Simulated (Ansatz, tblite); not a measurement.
# Si(OMe)H3 (CH₆OSi): charged states by level of theory

The task here is to estimate one member of a computed series from the others.

Method: as each input shows; program: Ansatz 0.2.0, Gaussian basis.

Plan: charge +1 doublet, at the geometry of the singlet (PBE0-D4/def2-TZVP, PBE-D4/def2-TZVP, r2SCAN-D4/def2-TZVP, CCSD(T)/def2-TZVPP); charge +1 doublet, relaxed (PBE0-D4/def2-TZVP, PBE-D4/def2-TZVP); the starting singlet's energies come from earlier runs.

### The geometry

The geometry is that of the singlet, from an earlier relaxation (PBE0-D4/def2-TZVP).

9 atoms, charge 0, spin multiplicity 1.

Atoms are counted from 1 here; the program's logs count them from 0.

Bond lengths: Si1–O2 1.642 Å, Si1–H7 1.491 Å, Si1–H8 1.481 Å, Si1–H9 1.491 Å, O2–C3 1.408 Å, C3–H4 1.096 Å, C3–H5 1.091 Å, C3–H6 1.096 Å. Angles: O2–Si1–H7 110.9°, O2–Si1–H8 106.4°, O2–Si1–H9 110.9°, H7–Si1–H8 110.4°, H7–Si1–H9 107.9°, H8–Si1–H9 110.4°, Si1–O2–C3 122.4°, O2–C3–H4 111.5°, O2–C3–H5 108.3°, O2–C3–H6 111.5°, H4–C3–H5 108.4°, H4–C3–H6 108.6°, H5–C3–H6 108.4°.

Coordinates:

```xyz
9
CH6OSi
Si   -0.3825    0.6131   -1.0999
O    -0.3065    0.5033    0.5365
C     0.3486   -0.5569    1.1919
H    -0.0952   -1.5256    0.9335
H     0.2487   -0.4083    2.2684
H     1.4161   -0.5848    0.9435
H     0.9837    0.6862   -1.6916
H    -1.1420    1.8479   -1.4022
H    -1.0708   -0.5749   -1.6801
```

The first run:

The input, in.yaml:

```yaml
crystal:
  periodic: [false, false, false]
  atoms:
    - {symbol: Si, position_ang: [-0.382509, 0.613081, -1.099906]}
    - {symbol: O, position_ang: [-0.306498, 0.503288, 0.536548]}
    - {symbol: C, position_ang: [0.348560, -0.556885, 1.191940]}
    - {symbol: H, position_ang: [-0.095205, -1.525645, 0.933458]}
    - {symbol: H, position_ang: [0.248744, -0.408263, 2.268419]}
    - {symbol: H, position_ang: [1.416078, -0.584751, 0.943487]}
    - {symbol: H, position_ang: [0.983660, 0.686171, -1.691612]}
    - {symbol: H, position_ang: [-1.142000, 1.847941, -1.402165]}
    - {symbol: H, position_ang: [-1.070830, -0.574937, -1.680149]}
basis:
  gaussian: {orbitals: def2-SVP}
total_charge: 1
magnetization: {spin_polarized: true, initial_magnetization: 1}
hamiltonian: {xc: pbe0, dispersion: d4}
output: {orbitals: {seedname: orbitals}}
```

Run with:

```sh
ansatz run in.yaml --threads 4 --pin off --events-out ev --progress --plain --max-ram 3916MiB
```

Among the steps run: Charge +1 doublet at the fixed geometry, first pass, PBE0-D4/def2-SVP; Charge +1 doublet at the fixed geometry, PBE0-D4/def2-TZVP; Charge +1 doublet at the fixed geometry, PBE-D4/def2-TZVP; Charge +1 doublet at the fixed geometry, r2SCAN-D4/def2-TZVP; Charge +1 doublet at the fixed geometry, CCSD(T)/def2-TZVPP.

One table of the session follows, with a row left open; its other results are not shown here.

It belongs to the step «Vertical ionisation energy». 

```
             method  vertical ionisation energy (eV)
      HF/def2-TZVPP                             9.68
   PBE-D4/def2-TZVP                            10.13
r2SCAN-D4/def2-TZVP                            10.26
  PBE0-D4/def2-TZVP                            10.45
     MP2/def2-TZVPP                            11.29
    CCSD/def2-TZVPP                                ?
 CCSD(T)/def2-TZVPP                            10.81
```

**Question.** Estimate the row for CCSD/def2-TZVPP.

As computed: vertical ionisation energy (eV): 10.78. In the column «vertical ionisation energy (eV)» it lies between PBE0-D4/def2-TZVP (10.45) and CCSD(T)/def2-TZVPP (10.81).
